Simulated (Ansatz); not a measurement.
Isolated molecules relaxed with PBE0-D4/def2-TZVP in Ansatz; ΔE leaves out vibrations. CBS: MP2 limit from def2 TZ/QZ plus the TZ coupled-cluster correction, frozen cores. This one scheme is used for every species, atoms too. Functionals use def2-TZVPP. B3LYP here is the variant with VWN-RPA as its local correlation; programs differ in this. HSE06 is defined as in plane-wave codes. Open shells (•) are unrestricted, without spin–orbit coupling. Spin–orbit coupling would lower the free atoms: a little for C, F.

Reaction (atomization): `FC(F)=C(F)F` → 2 C• + 4 F•

`FC(F)=C(F)F`:

Cartesian coordinates in Å:
```
F 1.205 1.271 -0.195
C 0.136 0.532 -0.367
F -0.634 0.953 -1.339
C -0.136 -0.532 0.367
F 0.634 -0.953 1.339
F -1.205 -1.271 0.195
```

```tsv
level	ΔE (kJ/mol)	difference from CCSD(T)/CBS
LDA (SPW92)	3117.6	661.7
B3LYP-D4	2454.5	-1.4
HSE06-D4	2507.7	51.8
PBE-QIDH	2448.8	-7.1
PBE	2639.1	183.2
HSE06	2501.0	45.1
CCSD/def2-SVP	2284.9	-171.0
SCS-MP2/def2-TZVPP	2431.9	-24.0
HF/def2-QZVPP	1576.0	-879.9
CCSD/CBS(def2)	2386.0	-69.9
CCSD(T)/CBS	2455.9	0
```

Largest T1 diagnostic among the species: 0.013.

At CCSD(T), def2-SVP lies −126.3 kJ/mol from the extrapolated value and def2-TZVPP −79.1 kJ/mol: correlation converges slowly with the basis, and small sets miss more of it in the bonded molecule than in its fragments. In def2-TZVPP, CCSD(T) changes the Hartree–Fock value by +806.0 kJ/mol (the triples alone add +69.9 kJ/mol) and MP2 by +952.6 kJ/mol; breaking electron pairs costs correlation energy, which Hartree–Fock lacks. Leaving LDA and LC-ωPBE aside and taking each functional with its dispersion term where it has one, the values, not all of them listed here, spread over 374.8 kJ/mol, from BHLYP-D4 to PBE-D4. LDA lies +478.5 kJ/mol from PBE without D4, its usual overbinding.

For atomizations the MP2-based limit and the directly extrapolated one differ by several kJ/mol either way, and by 10 to 25 for some Ge, Se and Sn compounds, so smaller differences from it don't rank the levels.
